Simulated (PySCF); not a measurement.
Compound: CN (doublet state).
Cartesian coordinates in Å at the GFN2-xTB level; atoms count from 1:
```xyz
2
CN angstrom
C      0.5692   -0.0030   -0.0027
N     -0.5665    0.0042   -0.0114
```

As a line formula: `[C]#N` [radical].

Computed, not measured: UKS B3LYP, pcH-1 on C N, non-relativistic, mean-field spin-orbit, GIAO (PySCF). Isolated species at its GFN2-xTB geometry, gas phase. A GFN2-xTB geometry isn't a minimum of the functional, and hyperfine couplings can be far from their values at a DFT geometry.

**Question.** Break the g tensor into its mass correction, gauge correction and orbital-Zeeman/spin–orbit terms.

**Answer.** 
```tsv
Δg (ppm)	1	2	3
relativistic mass correction	-179	-179	-179
gauge correction	16	16	16
orbital Zeeman/spin–orbit	-1822	-1822	0
total	-1984	-1984	-162
```

So g = 2.00033, 2.00034, 2.00216 and g_iso = 2.00094; the tensor is axial. Axes: g3 lies along the molecular axis.

**Question.** What are the electron Larmor frequencies g μB B/h along the three axes at 340 mT?

**Answer.** 9.5190, 9.5190, 9.5277 GHz for g1, g2 and g3, a range of 8.7 MHz.

**Question.** At 9.644 GHz, how far is the centre of the isotropic spectrum from where a free electron (g = 2.002319) resonates?

**Answer.** B = hν/(g μB) with μB/h = 13.99624 MHz/mT gives 344.12 mT for the free electron and 344.36 mT at g_iso, 0.24 mT higher.

**Question.** Average each term over the three axes. Which is largest in size?

**Answer.** The orbital-Zeeman/spin–orbit term -1215, the mass correction -179 and the gauge correction 16 ppm, for a total of -1377 ppm. The orbital-Zeeman/spin–orbit term is the largest in size. The mass correction is the same along every axis, so the anisotropy comes from the other two: their spans along these axes are 0 (gauge) and 1822 ppm (orbital Zeeman/spin–orbit).

**Question.** In a frozen sample, at which fields do the three g values resonate at 9.5, 34, 94 and 263 GHz (hyperfine left aside), and which band first spreads them over more than twice a line width of 0.3 mT?

**Answer.** 
| band | GHz | B(g3) mT | B(g2) mT | B(g1) mT | spread mT |
| --- | --- | --- | --- | --- | --- |
| X | 9.5 | 339.01 | 339.32 | 339.32 | 0.31 |
| Q | 34.0 | 1213.30 | 1214.41 | 1214.41 | 1.11 |
| W | 94.0 | 3354.43 | 3357.48 | 3357.48 | 3.06 |
| J | 263.0 | 9385.25 | 9393.80 | 9393.80 | 8.55 |

The spread grows in proportion to the frequency. Q band is the first where it exceeds 0.6 mT.

Largest spin populations (Mulliken): C1 (+0.89) and N2 (+0.11). C1 is the only atom above +0.15.

The HOMO–LUMO gaps are 10.79 eV among the α and 3.84 eV among the β orbitals.
